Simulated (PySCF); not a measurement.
## Converging BO⁺ in the basis (PBE0)

PySCF, UKS reference; singlet, unpaired electrons none; De to B⁺ + O without counterpoise correction.

```csv
basis,relativity,functions,Re (Å),ωe (cm⁻¹),De (eV),μ (D)
cc-pVDZ,no relativity,28,1.193,1944,3.74,-5.80
def2-SVPD,no relativity,43,1.186,2005,4.06,-6.05
def2-TZVP,no relativity,62,1.185,1972,3.88,-5.90
def2-TZVPPD,no relativity,77,1.185,1973,3.86,-5.90
```

(1) How does each smaller set differ from the one with most functions, def2-TZVPPD?

A positive dipole points towards O; it is taken about the centre of mass and depends on that origin. For an ion De counts to the pair picked by the measured ionisation energies or electron affinities, which need not be the lowest pair at this level.

Results:

(1) cc-pVDZ: +0.8 pm, -1.5 % in ωe, -0.12 eV in De; def2-SVPD: +0.1 pm, +1.6 % in ωe, +0.20 eV in De; def2-TZVP: +0.0 pm, -0.1 % in ωe, +0.02 eV in De. All at PBE0; the set with most functions is neither the basis-set limit nor always the best.
